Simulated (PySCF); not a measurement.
Gas-phase reaction: Al(CH3)3 → AlH3 + C3H4 (allene) + H2

Computed with PySCF and rigid-rotor harmonic-oscillator thermochemistry at 1 bar. † marks an energy on the PBE0/def2-TZVP geometry and frequencies; other levels use their own. MP2 and CCSD(T) freeze the core. 6-31G* has spherical d functions here. All species are closed-shell singlets. B3LYP is the form with VWN-RPA correlation. Methyl groups turn as free rotors in Al(CH3)3. AlH3: computed as isolated molecules; such fragments, hydroxides, amides, oligomers or adducts are transient or little studied in the gas. MP2 isn't extrapolated to the basis-set limit; its ΔH°(298 K) is 380.9 kJ in def2-SVP and 395.3 kJ in def2-TZVPP. CCSD(T) isn't extrapolated to the basis-set limit. The harmonic model lacks anharmonicity and excited electronic states, which grow with temperature; levels with a mode under 35 cm⁻¹ are left out.

| level | ΔE electronic, kJ | ΔH°(298 K), kJ | ΔS°(298 K), J/K | ΔG°(1000 K), kJ |
|---|---|---|---|---|
| B3LYP/6-31G* | 398 | 349 | 233 | 108 |
| B3LYP/def2-TZVP† | 391 | 343 | 232 | 104 |
| CCSD(T)/def2-SVP† | 404 | 356 | 232 | 117 |
| HF/6-31G* | 395 | 344 | 233 | 104 |
| M06-2X/def2-TZVP† | 441 | 393 | 232 | 154 |
| MP2/def2-SVP† | 429 | 381 | 232 | 142 |
| PBE0/def2-QZVP† | 445 | 397 | 232 | 158 |
| ωB97X-V/def2-TZVP† | 436 | 388 | 232 | 149 |
ΔH° is lowest at B3LYP/def2-TZVP† and highest at PBE0/def2-QZVP†. No reference value is set beside these.
